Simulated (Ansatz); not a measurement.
# HB–MgH, doublet: the ladder up to full CI

Geometry: a point of a breathe scan, not a stationary point.

```xyz
4

B     0.0000    0.0000    2.1076
Mg    0.0000    0.0000   -1.6705
H     0.0000    0.0000    4.1628
H     0.0000    0.0000   -4.6000
```

Basis 6-31G; Ansatz 0.2.0. Correlated methods freeze the noble-gas cores, which leaves 7 electrons in 20 orbitals. R marks a restricted (for open shells ROHF) determinant, U an unrestricted one. Active spaces: pair = (3e, 3o) about the gap; valence = (7e, 10o) chosen from the atoms' valence shells. The metal's outer-core shells are frozen, which leaves out core–valence correlation.

Full CI is exact within this basis and frozen core; it isn't the basis-set limit. The frozen core follows each run's orbitals, which can shift R against U totals by a few meV.

Unrestricted rows (U) aren't spin-pure: their determinants' ⟨S²⟩ exceeds S(S+1) by up to 0.65, so they mix in states of higher spin. For open shells CISD and CISDTQ are restricted-active-space CI with the open shells as a complete middle space.

```
UHF ⟨S²⟩                          : 1.396
T1 diagnostic (RCCSD)             : 0.0444
largest doubles amplitude (RCCSD) : 0.156
T1 diagnostic (UCCSD)             : 0.1074
```

```csv
level,E − E(RHF) (eV)
UHF,-0.4304
RMP2,-1.9133
UMP2,-1.7280
RCCSD,-3.3279
UCCSD,-3.3173
RCCSD(T),-3.3724
UCCSD(T),-3.3620
```

(1) Estimate how far full CI in 6-31G lies from RCCSD(T). The table doesn't fix it; the size of (T) and the diagnostics are the guide.

(1) Full CI in 6-31G lies 0.37 kcal/mol below RCCSD(T), which is 36 % of the (T) step (-1.03 kcal/mol). T1 is raised, a doubles amplitude is large, and the rest is a large part of (T).

The other levels:

```json
{"level": "CISD", "E − E(full CI) (kcal/mol)": "9.75", "share of correlation (%)": "87.52", "wall time": "0.45 s"}
{"level": "BCCD(T)", "E − E(full CI) (kcal/mol)": "0.44", "share of correlation (%)": "99.44", "wall time": "1.1 s"}
{"level": "RCCSDT", "E − E(full CI) (kcal/mol)": "0.04", "share of correlation (%)": "99.95", "wall time": "–"}
{"level": "UCCSDT", "E − E(full CI) (kcal/mol)": "0.04", "share of correlation (%)": "99.95", "wall time": "–"}
{"level": "CISDTQ", "E − E(full CI) (kcal/mol)": "0.44", "share of correlation (%)": "99.44", "wall time": "3.2 s"}
{"level": "RCCSDT(Q)", "E − E(full CI) (kcal/mol)": "0.01", "share of correlation (%)": "99.99", "wall time": "2.6 s"}
{"level": "UCCSDT(Q)", "E − E(full CI) (kcal/mol)": "-0.01", "share of correlation (%)": "100.02", "wall time": "4.3 s"}
{"level": "RCCSDTQ", "E − E(full CI) (kcal/mol)": "0.00", "share of correlation (%)": "100.00", "wall time": "23 s"}
{"level": "CASSCF (pair space)", "E − E(full CI) (kcal/mol)": "52.30", "share of correlation (%)": "33.07", "wall time": "–"}
{"level": "NEVPT2 (pair space)", "E − E(full CI) (kcal/mol)": "24.15", "share of correlation (%)": "69.09", "wall time": "0.42 s"}
{"level": "MRCISD (pair space)", "E − E(full CI) (kcal/mol)": "4.35", "share of correlation (%)": "94.44", "wall time": "–"}
{"level": "MRCISD+Q (pair space)", "E − E(full CI) (kcal/mol)": "-2.34", "share of correlation (%)": "103.00", "wall time": "0.54 s"}
{"level": "CASSCF (valence space)", "E − E(full CI) (kcal/mol)": "8.34", "share of correlation (%)": "89.33", "wall time": "–"}
{"level": "NEVPT2 (valence space)", "E − E(full CI) (kcal/mol)": "2.86", "share of correlation (%)": "96.34", "wall time": "5 s"}
{"level": "MRCISD (valence space)", "E − E(full CI) (kcal/mol)": "0.21", "share of correlation (%)": "99.73", "wall time": "–"}
{"level": "MRCISD+Q (valence space)", "E − E(full CI) (kcal/mol)": "0.12", "share of correlation (%)": "99.84", "wall time": "7 s"}
```

The correlation energy at full CI, counted from RHF, is -3.389 eV. That run took 18 s on 1 thread of AMD EPYC 9B14, shared host over 1,401,340 determinants.

Times hold each run's SCF and search for its determinant on a shared host, so for small cases they say little of a method's own cost; they ran on 1 thread of AMD EPYC 9B14.

Not variational, and here over 5 meV under the exact energy: MRCISD+Q (pair space).

The full-CI state has the irrep A1 of C2v, in the program's axes (one component, if the state is degenerate).

Natural occupations of full CI about the gap: 1.892 1.857 1.822 0.994 0.158 0.056 0.056 0.056 0.047 0.047; effectively unpaired electrons, Σ n²(2−n)², 1.35.
